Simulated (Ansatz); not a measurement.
# What a trial cell of Ni relaxes into

Method: DFT PBEsol, scalar-relativistic, plane waves, PAW in Ansatz 0.2.0. Cutoff 420 eV, Γ-centred k mesh, Gaussian smearing, collinear spin, first started from parallel moments.

The start puts Ni on the simple hexagonal structure type (P6/mmm, No. 191), at a guessed volume.

```yaml
crystal:
  lattice:
    - [2.36993, 0.00000, 0.00000]
    - [-1.18496, 2.05242, 0.00000]
    - [0.00000, 0.00000, 2.21440]
  atoms:
    - { symbol: Ni, position: [0.00000, 0.00000, 0.00000] }
```

Cell and atoms relax at zero pressure; the relaxation can't lower the symmetry of the start. After a coarse first stage the cell is made exact in the group found at 0.06 Å.

Energies count from the standard state of Ni at the same level.

Problem. Which crystal results?

Solution. It keeps P6/mmm (No. 191). The result has the simple hexagonal structure. Conventional cell: a = 2.371 Å, c = 2.305 Å. Around Ni lie 8 Ni at 2.31–2.37 Å.

```cif
data_structure
_symmetry_space_group_name_H-M 'P6/mmm'
_symmetry_Int_Tables_number 191
_cell_length_a 2.3712
_cell_length_b 2.3712
_cell_length_c 2.3053
_cell_angle_alpha 90.000
_cell_angle_beta 90.000
_cell_angle_gamma 120.000
_cell_volume 11.22
loop_
_atom_site_label
_atom_site_type_symbol
_atom_site_symmetry_multiplicity
_atom_site_Wyckoff_symbol
_atom_site_fract_x
_atom_site_fract_y
_atom_site_fract_z
_atom_site_occupancy
Ni1 Ni 1 a 0.00000 0.00000 0.00000 1
```

Problem. What are its volume, energy, gap and moment?

Solution. The volume per atom is 11.22 Å³, the density is 8.68 g/cm³ and the energy over the standard structure is 0.45 eV/atom. The gap on the 27×27×24 mesh is 0 eV (a metal) and the net moment per atom is 0.43 μB. The largest site moment is 0.45 μB.

The final run used a 27×27×24 mesh on its 1-atom cell and 0.10 eV smearing. For metals, differences of a few meV/atom aren't resolved. Symmetry constrained the relaxation, so the result can be a saddle point.